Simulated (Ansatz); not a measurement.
Cohesive energy (eV/atom) of 40 elemental metals, computed with PBEsol (PAW; Ansatz, an electronic-structure program) and with r²SCAN (Ansatz, PAW). The set holds measured phases with no doubt noted on the run or the magnetic state but for the caveats below. 4 more of the class have both values but aren't in it, for one of these reasons: built or high-temperature cells, doubts on the run or the magnetic state, unlike cells, values of zero, layered or molecular crystals. Solids without a value at one level (not run, failed, or a magnetic order lost), or held back for tests, aren't counted.

Every twentieth of the way through the set, in order of the shift (worked out from unrounded values):

```
solid                       PBEsol  r²SCAN  shift (eV/atom)
--------------------------  ------  ------  ---------------
hcp Tc                        7.85    6.26            -1.59
hcp Ru                        7.77    6.29            -1.48
hcp Re                        8.82    7.54            -1.27
fcc Rh                        6.68    5.44            -1.24
hcp Ti                        5.83    4.67            -1.16
hcp Zr                        6.79    5.68            -1.11
bcc Ta                        8.95    7.96            -1.00
hcp Hf                        7.06    6.36            -0.70
hcp Y                         4.61    4.08            -0.53
white tin (β-Sn)              3.57    3.14            -0.44
hcp Lu                        4.63    4.30            -0.33
body-centred tetragonal In    2.73    2.40            -0.33
hcp Tl                        2.39    2.09            -0.30
fcc Al                        3.81    3.59            -0.22
fcc Cu                        4.08    3.89            -0.18
hcp Cd                        1.20    1.07            -0.13
bcc Li                        1.68    1.58            -0.10
bcc Rb                        0.84    0.75            -0.09
bcc K                         0.93    0.85            -0.08
fcc Sr                        1.81    1.79            -0.03
hcp Mg                        1.71    1.71             0.00
```

The shift from PBEsol to r²SCAN has a median of -0.34 eV/atom, and eight in ten lie between -1.28 eV/atom and -0.08 eV/atom; r²SCAN is the larger in 0 of 40.

Ansatz's runs of these crystals have no spin polarisation, but for bcc Fe, hcp Co, fcc Ni. Meta-GGA and hybrid levels favour moments, which can bear on fcc Pd, hcp Sc, bcc Fe, hcp Co, hcp Ti, hcp Y, fcc Rh, fcc Ni.

Density-functional runs with spin start from parallel moments for bcc Fe, parallel moments for hcp Co, parallel moments for fcc Ni.

Spin–orbit coupling is left out, also for the solids with elements from indium on (bcc Ta, body-centred tetragonal In, hcp Os, bcc Ba, white tin (β-Sn), bcc W, hcp Tl, fcc Ir, hcp Re, bcc Cs and 4 more); its size isn't shown.

Free atoms are spin-polarised, in the lowest state found; at levels without +SOC their spin–orbit coupling is left out. Each level is taken at its own relaxed cell. Ansatz's density-functional and Hartree–Fock values are scalar-relativistic unless marked +SOC, with PAW data made under PBE.
